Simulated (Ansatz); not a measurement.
Input file:

```yaml
crystal:
  periodic: [false, false, false]
  atoms:
    - {symbol: Si, position_ang: [0.084376, 0.005225, -0.005002]}
    - {symbol: O, position_ang: [-0.080498, 0.013599, -1.499409]}
    - {symbol: O, position_ang: [-0.003878, -0.018825, 1.504411]}
basis:
  gaussian: {orbitals: def2-SVPD}
magnetization: {spin_polarized: false}
correlation: {method: ccsd_t, electrons: outside_noble_gas, diis_vectors: 1}
scf: {lower_state_search: light}
```

```sh
$ ansatz run in.yaml --threads 1 --pin off --events-out ev --progress --plain --max-ram 2393MiB
```

The program prints:

```
672 factors; integrals over basis functions are off by at most 4.0e-4 eV
mean field evaluation 1: about -11924.7056 eV, gradient 5.4e1 eV
mean field evaluation 2: about -11924.7077 eV, gradient 5.4e1 eV
mean field evaluation 4: about -11930.3731 eV, gradient 2.3e0 eV
mean field evaluation 8: about -11930.4032 eV, gradient 2.0e-1 eV
mean field evaluation 16: about -11930.3946 eV, gradient 7.2e-1 eV
mean field -11930.40336907 eV, -438.4342370956 hartree, gradient 2.2e-6 eV, S^2 0.000000; 0 other end points of the search recorded, 0 dependent functions left out
7 core orbitals not correlated: weight in the atoms' cores, before any rotation towards them, 1.000 or more for the frozen orbitals, at most 0.000 for the correlated occupied ones
reference -11930.40336907 eV, -438.4342370956 hartree; 8, 8 occupied and 55, 55 virtual orbitals, 672 factors
second order -13.38633178 eV of doubles, -0.00000000 eV of singles
cycle   1  -12.50853061 eV  change    8.8e-1 eV  update   1.6e-1
cycle   2  -13.04584180 eV  change   -5.4e-1 eV  update   6.0e-2
cycle   3  -13.11102616 eV  change   -6.5e-2 eV  update   2.7e-2
cycle   4  -13.16827806 eV  change   -5.7e-2 eV  update   1.3e-2
cycle   5  -13.17853552 eV  change   -1.0e-2 eV  update   4.6e-3
cycle   6  -13.17747616 eV  change    1.1e-3 eV  update   1.6e-3
cycle   7  -13.17732903 eV  change    1.5e-4 eV  update   6.8e-4
cycle   8  -13.17740044 eV  change   -7.1e-5 eV  update   3.1e-4
cycle   9  -13.17715159 eV  change    2.5e-4 eV  update   1.3e-4
cycle  10  -13.17719193 eV  change   -4.0e-5 eV  update   5.0e-5
cycle  11  -13.17713141 eV  change    6.1e-5 eV  update   2.8e-5
cycle  12  -13.17712743 eV  change    4.0e-6 eV  update   1.7e-5
cycle  13  -13.17709790 eV  change    3.0e-5 eV  update   1.0e-5
cycle  14  -13.17710830 eV  change   -1.0e-5 eV  update   6.0e-6
perturbative correction -0.56740081 eV, -0.0208515951 hartree
Total energy: -11944.14787818 eV, -438.9393384888 hartree
```

Ran on 1 thread of Arm Neoverse V2, shared host: 1.3 s wall, 0.15 GiB peak host memory.
